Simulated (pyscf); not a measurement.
Single points on ωB97X-D3(BJ)/def2-SVP structures (PySCF, gas phase).

Question: What is the homolytic dissociation enthalpy (298 K, ωB97M-D3(BJ)/def2-TZVP) of the C–N bond of H₃C–CH₂–NH–Al(NH₂)–NH₂ (SMILES CC[NH][Al]([NH2])[NH2]), to •H₂C–CH₃ + •HN–Al(NH₂)–NH₂?

Answer: C–N to •H₂C–CH₃ + •HN–Al(NH₂)–NH₂: 3.94 eV. The 7 functionals that were run give +3.58 (r²SCAN) to +4.02 eV (M06-2X). The radicals are drawn with the spin at the cut bond; how far it spreads was not checked. Other isomers of •H₂C–CH₃, •HN–Al(NH₂)–NH₂ were not searched in full and may lie lower.
